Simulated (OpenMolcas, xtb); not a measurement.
## A ladder of methods for SiNH4F (SMILES N[SiH2]F)

The species is SiNH4F (7 atoms), meant as a singlet with charge 0. SMILES: `N[SiH2]F`. The shape is that of a PBE0-D4/def2-TZVP optimisation. This is one conformer, not always the lowest.

```xyz
7

N    -0.7615    0.3390   -0.6252
Si    0.5311   -0.1157    0.3734
F     0.5151   -1.6539    0.8298
H    -0.7866    0.1051   -1.6036
H    -1.6822    0.5135   -0.2584
H     0.4559    0.6762    1.6207
H     1.7894    0.0680   -0.3823
```

Quantity: the energy change with the N1–H5 bond stretched from 1.006 to 1.308 Å, in eV. The values are calculated.

```csv
level,kind,program,value (eV),less CCSD(T)/aug-cc-pVDZ,CPU time (all runs)
GFN-FF,force field,xtb,1.22,+0.12,under 2 s
HF/aug-cc-pVDZ (unrestricted),Hartree–Fock,OpenMolcas,1.38,+0.28,25 s
SVWN5/aug-cc-pVDZ (restricted),LDA,OpenMolcas,1.03,-0.07,46 s
BLYP/aug-cc-pVDZ (restricted),GGA,OpenMolcas,1.02,-0.08,70 s
M06-L/aug-cc-pVDZ (restricted),meta-GGA,OpenMolcas,1.18,+0.08,86 s
BHLYP/aug-cc-pVDZ (restricted),global hybrid,OpenMolcas,1.27,+0.17,67 s
B2PLYP/aug-cc-pVDZ (restricted),double hybrid,OpenMolcas,1.15,+0.05,61 s
MP2/aug-cc-pVDZ (restricted),perturbation theory,OpenMolcas,1.15,+0.05,22 s
CCSD(T)/aug-cc-pVDZ (Cholesky decomposition) (restricted),coupled cluster or CI,OpenMolcas,1.10,0.00,6.9 min
```

Differences are taken from CCSD(T)/aug-cc-pVDZ (Cholesky decomposition) (restricted) for orientation; it has basis-set and higher-order errors of its own. The first shape isn't each level's own minimum. The values span 1.02 to 1.38 eV. Times are those of the runs behind each value, whatever else they computed, on shared processors of several kinds: orders of magnitude only.
